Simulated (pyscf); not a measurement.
Optimised with ωB97X-D3(BJ)/def2-SVP in PySCF.

Task: For the elementary gas-phase step H₃Si–As(SiH₃)–AsH₂ (SMILES [SiH3][As]([SiH3])[AsH2]) + H₂ (SMILES [H][H]) → H₃Si–AsH–SiH₃ (SMILES [SiH3][AsH][SiH3]) + AsH₃ (SMILES [AsH3]) (singlet surface; As–As, H–H broken, As–H, As–H formed), what barrier and reaction energy does PBE/def2-TZVP give, measured from the separated reactants?

Result: ΔE‡ = 52.7 kcal/mol, ΔE = +4.0 kcal/mol. ωB97M-D3(BJ)/def2-TZVP gives 66.5 kcal/mol and +3.0 kcal/mol. Zero-point energy shifts the barrier by +0.6 kcal/mol. It is a four-centre exchange, with an imaginary mode of 1100i cm⁻¹. On the product side the descent ends in a complex (not fully relaxed), 4.2 kcal/mol under the separated species and 66.7 kcal/mol under the saddle at ωB97X-D3(BJ)/def2-TZVP. At ωB97X-D3(BJ)/def2-TZVP the barrier from the zero used here is 72.3 kcal/mol. The same reactants have a lower exit, to H₃Si–As•–SiH₃ + AsH₂• + H₂ (no saddle counted: cutting one bond costs +49.9 kcal/mol at ωB97M-D3(BJ)/def2-TZVP, against +66.5 kcal/mol here). One saddle was located; it need not be the lowest between these sides. A restricted solution here is unstable towards spin polarisation, so biradical character is likely and single-reference numbers are less safe. Elements up to Kr have no core potential and no relativistic terms here.
